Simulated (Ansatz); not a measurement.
```yaml
crystal:
  periodic: [false, false, false]
  atoms:
    - {symbol: Pt, position_ang: [0.000000, 0.000000, 0.000000]}
    - {symbol: Si, position_ang: [0.000000, 0.000000, 2.470000]}
basis:
  gaussian: {orbitals: def2-TZVP}
magnetization: {spin_polarized: true, initial_magnetization: 2}
hamiltonian: {xc: pbe0}
relax: {f_tol: 0.004, max_steps: 80}
```

```sh
$ ansatz run in.yaml --threads 1 --pin off --events-out ev --progress --plain --max-ram 2176MiB
```

Steps of the relaxation (energy above the last step; positions in Å, forces in eV/Å):

```
2
step 1, 584.8 meV
Pt    0.000    0.000    0.000    0.000    0.000    2.729
Si    0.000    0.000    2.470    0.000    0.000   -2.729
```

```
2
step 2, 45.7 meV
Pt    0.000    0.000    0.200    0.000    0.000   -1.417
Si    0.000    0.000    2.270    0.000    0.000    1.417
```

```
2
step 3, 4.8 meV
Pt    0.000    0.000    0.154    0.000    0.000    0.396
Si    0.000    0.000    2.316    0.000    0.000   -0.396
```

```
2
step 5, 0.0 meV
Pt    0.000    0.000    0.166    0.000    0.000   -0.003
Si    0.000    0.000    2.304    0.000    0.000    0.003
```

Close pairs at the end: Pt1–Si2 2.139 Å.

A stationary point of unrestricted PBE0 after 5 steps, with ⟨S²⟩ = 2.009 against 2.00 for a pure state. 21 s on 1 thread of Intel Xeon Platinum 8488C, shared host.
